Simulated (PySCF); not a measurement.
Write Cartesian coordinates for C-cyanomethanimine (`[H]/N=C\C#N`) as optimised with PBE0-D3(BJ)/def2-TZVP.

```xyz
6
C2H2N2 angstrom
H     -1.192   -1.055   -0.527
N     -1.352   -0.195   -0.001
C     -0.268    0.399    0.256
C      1.039   -0.067   -0.139
N      2.078   -0.447   -0.458
H     -0.285    1.335    0.815
```

Orientation and origin are arbitrary. Atoms count from 1 in this order. The 2 C–N bonds span 1.151 Å (C4≡N5, drawn triple) to 1.263 Å (N2=C3, drawn double), a spread of 0.112 Å. The 4 heavy atoms lie in one plane (0.000 Å rms).

Bonds between heavy atoms (Å): N2=C3 1.263, C3–C4 1.443, C4≡N5 1.151.

Method: PBE0-D3(BJ)/def2-TZVP geometry optimisation, gas phase in PySCF 2.14.0.

Point group: Cs (every atom within 0.08 Å of its image). Stationary, but not proved a minimum.

Hardware: one thread, Arm Neoverse N1 (aarch64), shared host with 64 logical CPUs at a one-minute load of 54. Cost: 55 s, 0.54 GiB resident at most. That covers the optimisation of the geometry.
